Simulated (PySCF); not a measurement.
C4H4NP.
Numbering: `[cH:1]1[cH:2][p:3][cH:4][cH:5][n:6]1` (hydrogens: H7 on C1; H8 on C2; H9 on C4; H10 on C5)

Geometry (PBE0-D3(BJ)/def2-SVP, Å), atoms numbered from 1 in this order:
```
atom  x, y, z in Å
C1     1.0753   -0.8322   -0.2128
C2     1.3848    0.4859    0.1178
P3     0.2006    1.7153    0.4183
C4    -1.2278    0.7653    0.1728
C5    -1.2163   -0.5871   -0.1645
N6    -0.1424   -1.3495   -0.3486
H7     1.9014   -1.5357   -0.3833
H8     2.4417    0.7596    0.1921
H9    -2.1995    1.2548    0.2894
H10   -2.1785   -1.0999   -0.2976
```

Level of theory: core-valence-separated Tamm–Dancoff BHandHLYP/aug-pcX-1 (pcseg-1 on H, def2-SVPD on P) in PySCF, non-relativistic, gas phase, PBE0-D3(BJ)/def2-SVP geometry. The energies are unshifted.

The lowest roots of each edge with f over 0.003 (five at most, numbered afresh; weaker and dark ones are left out), with transition dipoles (au) in the frame of the coordinates:

| root | edge | E (eV) | μx | μy | μz |
| --- | --- | --- | --- | --- | --- |
| 1 | C | 282.41 | 0.0007 | 0.0305 | -0.1223 |
| 2 | C | 283.21 | 0.0008 | 0.0338 | -0.1354 |
| 3 | C | 285.15 | -0.0001 | -0.0051 | 0.0203 |
| 4 | C | 286.19 | -0.0581 | 0.0036 | 0.0006 |
| 5 | C | 286.19 | -0.0008 | 0.0337 | 0.0084 |
| 6 | N | 396.12 | -0.0004 | -0.0184 | 0.0738 |
| 7 | N | 402.12 | -0.0001 | -0.0066 | 0.0267 |

**Question.** What are the oscillator strengths?

**Answer.** f = (2/3) ΔE |μ|², with ΔE in hartree (27.2114 eV):

```json
{"root": "1", "ΔE (Eh)": "10.3784", "|μ|² (au)": "0.015888", "f": "0.110", "core hole on": "C2/C4"}
{"root": "2", "ΔE (Eh)": "10.4077", "|μ|² (au)": "0.019476", "f": "0.135", "core hole on": "C1/C5"}
{"root": "3", "ΔE (Eh)": "10.4793", "|μ|² (au)": "0.000438", "f": "0.003", "core hole on": "C1/C5"}
{"root": "4", "ΔE (Eh)": "10.5173", "|μ|² (au)": "0.003389", "f": "0.024", "core hole on": "C2/C4"}
{"root": "5", "ΔE (Eh)": "10.5173", "|μ|² (au)": "0.001207", "f": "0.008", "core hole on": "C2/C4"}
{"root": "6", "ΔE (Eh)": "14.5570", "|μ|² (au)": "0.005785", "f": "0.056", "core hole on": "N6"}
{"root": "7", "ΔE (Eh)": "14.7776", "|μ|² (au)": "0.000756", "f": "0.007", "core hole on": "N6"}
```

**Question.** What is the unit vector of the normal of the molecular plane, and which share of each root's |μ|² lies along it?

**Answer.** (0.01, 0.24, -0.97), up to sign.

| root | core hole on | share along it | final orbital under reflection in the plane |
| --- | --- | --- | --- |
| 1 | C2/C4 | 1.00 | odd |
| 2 | C1/C5 | 1.00 | odd |
| 3 | C1/C5 | 1.00 | odd |
| 4 | C2/C4 | 0.00 | even |
| 5 | C2/C4 | 0.00 | even |
| 6 | N6 | 1.00 | odd |
| 7 | N6 | 1.00 | odd |

The 1s orbitals of atoms in the plane are even under the reflection, so light polarised along the normal reaches odd orbitals alone (the out-of-plane π set) and light polarised in the plane even ones.

**Question.** For fixed molecules, how does the intensity of root 1 change when the electric field is turned 60° away from the normal of the molecular plane?

**Answer.** Intensity goes as (E·μ)², and μ lies along that direction, so it falls to cos²60° = 0.25 of its maximum; it vanishes at 90°.

**Question.** Molecules are fixed in this frame and the field points along (1, 0, −1)/√2. What effective strengths 3 f cos²θ do the roots have (θ between field and μ)?

**Answer.** root 1 (C2/C4): 0.157, root 2 (C1/C5): 0.193, root 3 (C1/C5): 0.004, root 4 (C2/C4): 0.036, root 5 (C2/C4): 0.001, root 6 (N6): 0.080, root 7 (N6): 0.011. Root 2 is the strongest. Averaged over all orientations cos²θ is 1/3, which gives f back. For degenerate partners only the sum has meaning, as the program may mix them freely.

Hardware: one thread, Arm Neoverse N1, shared host. Cost: 23 s wall.
